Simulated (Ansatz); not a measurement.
# Tin, beta-Sn (white tin): convergence with Gaussian smearing

Computed with Ansatz, LDA, scalar-relativistic PAW, on the relaxed cell (a = 5.799 Å, c = 3.116 Å (c/a = 0.537); spin not included). Errors count from a run at 420 eV on a Γ-centred 19×19×13 mesh with Fermi-Dirac smearing of 0.1 eV, extrapolated to zero width. Fixed here: cutoff 420 eV, mesh 11×11×8. The SCF starts from atomic densities corrected by a trained network.

```tsv
width (eV)	E(σ→0) error (meV/atom)	F error (meV/atom)	P (GPa)	SCF iterations
0.01	-3.6	-3.6	-0.02	7
0.03	-3.6	-3.7	-0.02	7
0.1	-3.7	-4.5	-0.01	7
0.2	-3.4	-7.4	-0.02	7
0.6	-1.3	-42.7	0.24	7
1.0	2.3	-118.3	0.87	7
```

Q: What does the run at 0.3 give (width)?

A: E(σ→0) error (meV/atom): -3.0; F error (meV/atom): -12.6; P (GPa): 0.01; SCF iterations: 7.
